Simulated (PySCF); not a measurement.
**Spin-rotation constants: cyclo-(SiH2)3**

Geometry:
```csv
atom,x (Å),y (Å),z (Å)
Si1,-1.135,0.094,0.729
H2,-2.144,-0.950,0.933
H3,-1.611,1.253,1.489
Si4,-0.009,0.335,-1.310
H5,0.252,1.656,-1.890
H6,-0.285,-0.545,-2.450
Si7,1.143,-0.426,0.580
H8,2.167,0.391,1.238
H9,1.622,-1.808,0.681
```

Method used: GIAO LC-wPBE/def2-SVP magnetisability, rotational g tensor and spin-rotation constants, non-relativistic, gas phase (PySCF). Geometry: GFN2-xTB.

(1) Give the nuclear spin-rotation constants along the inertial axes (H = +C I·J) beside the isotropic shieldings.

Results:

(1) Rotational constants 5.0507, 5.0477, 2.7508 GHz. A star marks the isotopologue with that one atom substituted, in its own axes.
```
atom  isotope  Caa (kHz)  Cbb (kHz)  Ccc (kHz)  mean (kHz)  σ (ppm)
  H2       1H     -0.353     -0.353     -0.088      -0.265     28.7
  H3       1H     -0.352     -0.352     -0.089      -0.265     28.7
  H5       1H     -0.353     -0.353     -0.088      -0.265     28.7
  H6       1H     -0.352     -0.352     -0.089      -0.264     28.7
  H8       1H     -0.352     -0.352     -0.090      -0.264     28.7
  H9       1H     -0.353     -0.353     -0.088      -0.265     28.7
 Si1    29Si*     -2.647     -1.951     -0.498      -1.698    570.5
```
Where two moments of inertia are equal or nearly so, the constants along those axes are given as their average.
For the geometry as given, no vibrational averaging.
